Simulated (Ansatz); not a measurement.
All numbers were calculated with Ansatz.

A structure relaxed at PBE0-D4/def2-TZVP, charge 0, multiplicity 1:

```xyz
13

C    -1.646    0.637    0.303
N    -0.505    0.343   -0.545
C     0.491   -0.478    0.071
N     1.560   -0.868   -0.808
O     1.059    0.203    1.173
H    -1.390    1.174    1.225
H    -2.372    1.226   -0.259
H    -2.132   -0.302    0.583
H    -0.070    1.203   -0.861
H    -0.017   -1.392    0.413
H     1.188   -1.382   -1.598
H     2.025   -0.041   -1.167
H     1.807   -0.324    1.470
```

Q: Give its formula and SMILES.

A: C2H8N2O, `CNC(N)O`.

Q: Point group (tolerance 0.08 Å, 0.16 Å for H)?

A: C1.

Q: Summarise the bond lengths by kind.

A: 3 × C–N 1.430 to 1.452 Å; 4 × C–H 1.091 to 1.100 Å; 3 × H–N 1.013 to 1.015 Å; 1 × C–O 1.415 Å; 1 × H–O 0.963 Å.
